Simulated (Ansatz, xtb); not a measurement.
## CHAlB: where a starting geometry ends

The starting geometry of this gas-phase doublet was built from a drawn formula by distance geometry and a force field; its bonds are those of `[B]=[CH][Al]`.

| atom | x (Å) | y (Å) | z (Å) |
| --- | --- | --- | --- |
| C | -0.1597 | 1.1010 | 2.9162 |
| Al | -1.3894 | -0.2268 | 3.5620 |
| B | 0.7664 | 0.7613 | 1.8554 |
| H | -0.2610 | 2.0829 | 3.2866 |

Where would you expect an optimisation with r2SCAN-D4/def2-SVP to take it?

It rearranges to `[B]1=[CH][Al]1`. Contacts that close: Al2–B3 (2.92 → 1.97 Å).

The energy falls by 0.60 eV over 12 steps:

```csv
step,E − E(last) (eV)
1,0.600
2,0.494
3,0.479
5,0.455
6,0.447
7,0.360
8,0.058
10,0.002
11,0.000
12,0.000
```

Final geometry (Å):

```yaml
atoms:
  - { symbol: C, position_ang: [-0.1126, 1.3799, 2.9224] }
  - { symbol: Al, position_ang: [-1.0797, -0.3934, 3.2174] }
  - { symbol: B, position_ang: [0.3670, 0.3632, 2.1104] }
  - { symbol: H, position_ang: [-0.2183, 2.3687, 3.3700] }
```

From the same start GFN2-xTB reaches the same bonding as this run.

No frequencies were run, so the end isn't proven a minimum. Open shells are spin-unrestricted. Run with Ansatz 0.2.0, 25 s on 2 threads of Arm Neoverse V2, on a shared host.
